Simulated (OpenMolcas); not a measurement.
**P4 (SMILES P12P3P1P23): B3LYP/ANO-R2 (DKH2, RICD fitting)**

Aim: the vertical ionisation energy of P4 at B3LYP/ANO-R2 (DKH2, RICD fitting), from 2 runs. 

Program for the calculation: OpenMolcas 26.06.

### 1 The molecule

P4 has 4 atoms, charge 0, and is taken as a singlet. As SMILES, `P12P3P1P23`. The coordinates come from a PBE0-D4/def2-TZVP relaxation.

Bond lengths: P1–P2 2.184 Å, P1–P3 2.184 Å, P2–P3 2.184 Å, P1–P4 2.184 Å, P2–P4 2.184 Å, P3–P4 2.184 Å. Some angles: P1–P2–P3 60.0°, P1–P2–P4 60.0°, P3–P2–P4 60.0°, P2–P1–P3 60.0°, P2–P1–P4 60.0°, P3–P1–P4 60.0°, P1–P3–P2 60.0°, P1–P3–P4 60.0°, P2–P3–P4 60.0°, P1–P4–P2 60.0°.

### 2 Energy and gradient at B3LYP/ANO-R2 (DKH2, RICD fitting)

job.inp

```
* P4 Kohn-Sham DFT
>>> EXPORT MOLCAS_PRINT=2
&GATEWAY
COORD
4
bohr
P     -1.36967350    -0.18897261     2.11535942
P      2.44700636     0.20749193     0.59658654
P     -0.34959933    -2.06301401    -1.41691665
P     -0.72773353     2.04449469    -1.29484034
BASIS = ANO-R2
GROUP = NoSym
RICD
&SEWARD
RELATIVISTIC = R02O02
EXPERT
&SCF
KSDFT = B3LYP
PRORBITALS = 0
&ALASKA
```

Command:

```sh
export MOLCAS_MEM=1860
pymolcas job.inp > job.log
```

The log of the run:

```text
--- Start Module: gateway ---
[...]
--- Stop Module: gateway /rc=_RC_ALL_IS_WELL_ ---
[...]
 ###    WARNING:  EXPERT option is ON!                                       ###
 ###############################################################################
               SEWARD will generate:
[...]
      Basis functions          156
[...]
--- Start Module: scf ---
[...]
       Convergence after  10 Iterations
[...]
::    Total KS-DFT energy                           -1368.8775655623
[...]
      Total spin, S                                     0.0000000000
[...]
      Total electronic charge=   60.000000
      Total            charge=   -0.000000
[...]
      Dipole Moment (debye):
      Origin of the operator (angstrom)=   -0.0000    0.0000    0.0000
                   X= -3.5459E-05               Y= -2.4682E-05               Z= -2.1521E-05           Total=  4.8267E-05
      Quadrupole Moment (debye*angstrom):
[...]
--- Stop Module: scf /rc=_RC_ALL_IS_WELL_ ---
[...]
--- Start Module: alaska ---
[...]
 *              Molecular gradients               *
 **************************************************
  Irreducible representation: a
 ------------------------------------------------------------------------------------------
                              X                       Y                       Z
 ------------------------------------------------------------------------------------------
  P1                5.41565469624672E-03    7.36650947495310E-04   -8.36953653665518E-03
  P2               -9.65352584270107E-03   -8.23233906296572E-04   -2.35274741062064E-03
  P3                1.37627320977618E-03    8.15414812297277E-03    5.61006143714238E-03
  P4                2.86159793665597E-03   -8.06756516416129E-03    5.11222250990073E-03
 ------------------------------------------------------------------------------------------
--- Stop Module: alaska /rc=_RC_ALL_IS_WELL_ ---
[...]
```

Wall time 65 s (1 thread of Arm Neoverse V1, shared host); peak memory 0.51 GiB.

### 3 The doublet cation

job.input

```
&GATEWAY
Coord
4
bohr
P     -1.36967350    -0.18897261     2.11535942
P      2.44700636     0.20749193     0.59658654
P     -0.34959933    -2.06301401    -1.41691665
P     -0.72773353     2.04449469    -1.29484034
Basis = ANO-R2
Group = NoSym
RICD
&SEWARD
Relativistic = R02O02
Expert
&SCF
UHF
Charge = 1
Spin = 2
KSDFT = B3LYP
PrOrbitals = 0
&ALASKA
```

Command:

```sh
export MOLCAS_MEM=1860
pymolcas job.input > job.log
```

The log of the run:

```text
--- Start Module: gateway ---
[...]
--- Stop Module: gateway /rc=_RC_ALL_IS_WELL_ ---
[...]
 ###    WARNING:  EXPERT option is ON!                                       ###
 ###############################################################################
               SEWARD will generate:
[...]
      Basis functions          156
[...]
--- Start Module: scf ---
[...]
       Convergence after  37 Iterations
[...]
::    Total KS-DFT energy                           -1368.5286134418
[...]
      Total spin, S                                     0.5025112973
[...]
      Total electronic charge=   59.000000
      Total            charge=    1.000000
[...]
      Dipole Moment (debye):
      Origin of the operator (angstrom)=   -0.0000    0.0000    0.0000
                   X=  1.0612E-04               Y=  5.7562E-05               Z= -3.2477E-06           Total=  1.2077E-04
      Center of Charge (angstrom)
[...]
--- Stop Module: scf /rc=_RC_ALL_IS_WELL_ ---
[...]
--- Start Module: alaska ---
[...]
 *              Molecular gradients               *
 **************************************************
  Irreducible representation: a
 ------------------------------------------------------------------------------------------
                              X                       Y                       Z
 ------------------------------------------------------------------------------------------
  P1                2.53319779423222E-03   -3.00883884693564E-02   -3.33802296606116E-02
  P2               -2.48665085772899E-02    2.96894932906451E-02   -2.28880251953907E-02
  P3               -1.87200459348036E-02    8.87706361366725E-03    3.99568697607648E-02
  P4                4.10533567179492E-02   -8.47816843488403E-03    1.63113850953387E-02
 ------------------------------------------------------------------------------------------
--- Stop Module: alaska /rc=_RC_ALL_IS_WELL_ ---
[...]
```

Run time: 2.6 min. Hardware: 1 thread of Arm Neoverse V1, shared host; peak memory 0.51 GiB.

### 4 Results

At B3LYP/ANO-R2 (DKH2, RICD fitting):

```
                                          quantity           value
                          singlet P4: total energy  -1368.87757 Eh
                         singlet P4: dipole moment          0.00 D
                           singlet P4: HOMO energy        -7.29 eV
                           singlet P4: LUMO energy        -0.76 eV
                         singlet P4: HOMO–LUMO gap         6.53 eV
              singlet P4: largest force on an atom      0.514 eV/Å
                      doublet cation: total energy  -1368.52861 Eh
doublet cation: HOMO energy (highest over α and β)       -13.19 eV
 doublet cation: LUMO energy (lowest over α and β)       -11.71 eV
                              doublet cation: ⟨S²⟩           0.755
          doublet cation: largest force on an atom      2.315 eV/Å
vertical ionisation energy (to the doublet cation)        9.495 eV
```

What this shows: The vertical ionisation energy comes to 9.50 eV (916 kJ/mol). The largest force (singlet P4) is 0.51 eV/Å: the shape isn't a stationary point for this species at this level. The negative HOMO energy of the first species, 7.29 eV, lies 2.20 eV below that difference.
